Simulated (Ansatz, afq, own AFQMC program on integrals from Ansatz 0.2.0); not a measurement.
## SiH$_{2}$O, singlet, reference energies and how methods fare

```xyz
4

Si    0.0000   -0.1186    0.6062
O     0.0000    0.1621   -1.0273
H     0.0000    1.3666    0.9807
H     0.0000   -0.6354   -1.5633
```

Geometry: a PBE0/def2-TZVP stationary point, not shown to be a minimum. Basis cc-pVDZ. Only valence electrons are correlated. Integrals, coupled cluster, full CI and functionals: Ansatz 0.2.0; the random walks run on the same integrals in our own AFQMC program. ph-AFQMC/CISD is guided by a CISD state made of CCSD amplitudes; releasing the constraint for a short imaginary time cuts its bias at the price of noise, slowly where states lie close. Uncertainties: one standard error, sampling alone.

Best estimates are CCSD(T) at the basis-set limit (def2-TZVPP/QZVPP) plus the step from CCSD(T) to the highest rung at hand in cc-pVDZ, named in the table (released AFQMC can keep some 10 meV of bias). No zero-point, core-correlation or spin–orbit terms. Other levels are in cc-pVDZ, the functionals in def2-TZVP; a dash marks a level that is missing or breaks spin symmetry for a member.

Cautions: SiH₂O (singlet): restricted determinant unstable towards unrestricted (UHF 6 meV lower, ⟨S²⟩ 0.11), the released energies move by 1.5 errors or more from one time to the next, so no released level is given (meV from the phaseless value at times in 1/Eh: -6 ± 5 at 0.24, -8 ± 4 at 0.51, -8 ± 4 at 0.99, -6 ± 5 at 1.62, -15 ± 5 at 2.40); SiH₂O (triplet): another spin lies lower; SiH₂O⁺ (doublet): the released energies move by 1.5 errors or more from one time to the next, so no released level is given (meV from the phaseless value at times in 1/Eh: -5 ± 4 at 0.24, -1 ± 3 at 0.51, -9 ± 7 at 0.99, -5 ± 3 at 1.62, -21 ± 5 at 2.40), though the last usable value meets CCSDT(Q) within the noise; row 1: core correlation is missing, and it shifts such a gap most where an s electron is promoted.

```tsv
process	r2SCAN (eV)
to charge +0, triplet (vertical)	1.60
to charge +1, doublet (vertical)	8.81
to free atoms	12.99
```

Task: From these values, estimate the best estimates.

Result: 
| process | best estimate (eV) | highest rung |
| --- | --- | --- |
| to charge +0, triplet (vertical) | 2.01 | CCSDT(Q) |
| to charge +1, doublet (vertical) | 9.15 | CCSDT(Q) |
| to free atoms | 13.28 | CCSDTQ |

Errors against the best estimates in eV, in the same order:

```
        level      error, 1       error, 2       error, 3
          MP2         -0.10          -0.51          -1.53
      CCSD(T)          0.03          -0.36          -1.66
ph-AFQMC/CISD  0.04 ± 0.006  -0.37 ± 0.007  -1.64 ± 0.005
  CCSD(T)/CBS          0.00           0.01          -0.02
          PBE         -0.21          -0.32          -0.10
       r2SCAN         -0.41          -0.34          -0.29
         PBE0         -0.24          -0.23          -0.49
        B3LYP         -0.03          -0.13          -0.25
      wB97M-V          0.19          -0.11          -0.03
       B2PLYP         -0.03          -0.23          -0.35
```

Cost at the first geometry (cards were shared with other jobs): PBE0/cc-pVDZ, 0.93 s on 1 thread of AMD EPYC 7R13 Processor (Zen 3), on a shared host; RCCSD(T)/cc-pVDZ, 10 s on 1 × NVIDIA H100 80GB HBM3 with 1 thread of AMD EPYC 7R13 Processor (Zen 3), on a shared host; CCSD(T)/def2-QZVPP, 11 s on 1 × NVIDIA H100 80GB HBM3 with 1 thread of AMD EPYC 7R13 Processor (Zen 3), on a shared host; CCSDT(Q), 7 s on 1 × NVIDIA H100 80GB HBM3 with 1 thread of AMD EPYC 7R13 Processor (Zen 3), on a shared host; ph-AFQMC/CISD with release, 17 s on 1 × NVIDIA H100 80GB HBM3 with 2 threads of AMD EPYC 7R13 Processor (Zen 3), on a shared host.

Best estimates are given only where the step beyond CCSD(T) is under 0.3 eV and no member's determinant is very poor (T1 over 0.05, or 0.07 for open shells, ⟨S²⟩ too high by 0.3, two states mixed), so the hardest cases are missing from such tables.

The functionals ran in a triple-zeta set and keep a basis error of their own, a few kJ/mol for each bond in atomization energies and more for double hybrids, so close places among them and the extrapolated levels can swap.

CCSDT and higher add their correlation energy to the determinant of the CCSD(T) run, since their own runs factorise the integrals more tightly (a shift of under 2 meV). Each member of a difference takes its own highest rung, so a best estimate needn't equal the limit plus the step of one row. A walk keeps the symmetry of its determinant, which the program's search chose and which needn't be the lowest solution, so a lower state of the same spin and another symmetry isn't excluded.
